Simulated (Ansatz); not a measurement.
`BC=N` + HCl → `BCl` + `C=N` at 500 K and 1 bar (ligand exchange at a B–C bond).

Gas-phase electronic energies from Ansatz, PBE0-D4/def2-TZVP geometries. CCSD(T)/CBS is the MP2 limit (def2-TZVPP, def2-QZVPP) plus CCSD(T) − MP2 in def2-TZVPP, frozen cores. This one scheme is used for every species. Each species was taken in one conformer, which may not be the lowest.

| species | CCSD(T)/CBS energy (Eh) | H − E (kJ/mol) | S (J/(mol·K)) |
| --- | --- | --- | --- |
| `BC=N` | -119.89437 | 162.1 | 306.0 |
| HCl | -460.38127 | 32.5 | 201.9 |
| `BCl` | -485.78909 | 75.1 | 258.0 |
| `C=N` | -94.52360 | 124.2 | 249.5 |

H − E and S are ideal-gas, rigid-rotor, harmonic terms from PBE0-D4/def2-TZVP, for one conformer and one mirror image of each species. 1 Eh = 2625.50 kJ/mol, R = 8.31446 J/(mol·K).

Task: By hand: ΔE, ΔH, ΔS and ΔG.

Result: ΔE = (-485.78909) + (-94.52360) − (-119.89437) − (-460.38127) = -0.03705 Eh = -97.3 kJ/mol. Δ(H − E) = 75.1 + 124.2 − 162.1 − 32.5 = 4.7, so ΔH = -92.6 kJ/mol. ΔS = 258.0 + 249.5 − 306.0 − 201.9 = -0.4 J/(mol·K). ΔG = -92.6 − 500 × (-0.4)/1000 = -92.4 kJ/mol.

Task: By hand: the equilibrium constant, and the temperature at which ΔG would vanish if ΔH and ΔS stayed fixed.

Result: log₁₀ K = −ΔG/(RT ln 10) = 9.7. ΔG = 0 at ΔH/ΔS = 231500 K, far beyond where these terms or the molecules hold.

The number of gas molecules stays the same, so ΔS is small and ΔH decides. A doubt of 5 kJ/mol in ΔE shifts log₁₀ K by 0.5 here. Other conformers and mirror images would add mixing entropy, several J/(mol·K) or more a flexible species. These are equilibria of isolated gas molecules and say nothing of rates. Largest T1 diagnostic: 0.012 (customary marks: 0.02 for closed shells, 0.045 for open ones).
